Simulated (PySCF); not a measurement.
Gas-phase reaction: HPO2 + PH3 → 2 PO + 4 H

Method: PySCF energies (xtb for GFN2) plus ideal-gas RRHO corrections (1 bar). † marks an energy on the PBE0/def2-TZVP geometry and frequencies; other levels use their own. Open shells (unrestricted): PO (multiplicity 2), H (multiplicity 2); the rest are closed-shell singlets. GFN2 has no spin-polarisation term. Spin-orbit splitting is ignored; it lowers the true energy and changes the entropy of PO. HPO2: computed as isolated molecules; such fragments, hydroxides, amides, oligomers or adducts are transient or little studied in the gas.

HF/def2-TZVP† gives ΔH°(298 K) = 1005 kJ.

Q: What do PBE0/def2-TZVP, LDA/def2-TZVP†, GFN2-xTB give?

A: PBE0/def2-TZVP: 1245 kJ; LDA/def2-TZVP†: 1390 kJ; GFN2-xTB: 1401 kJ. For scale, ΔH°(298 K) is 1005 kJ at this level, 1275 kJ at ωB97M-V/def2-TZVP†, and runs from 991 to 1401 kJ over the 20 levels computed.
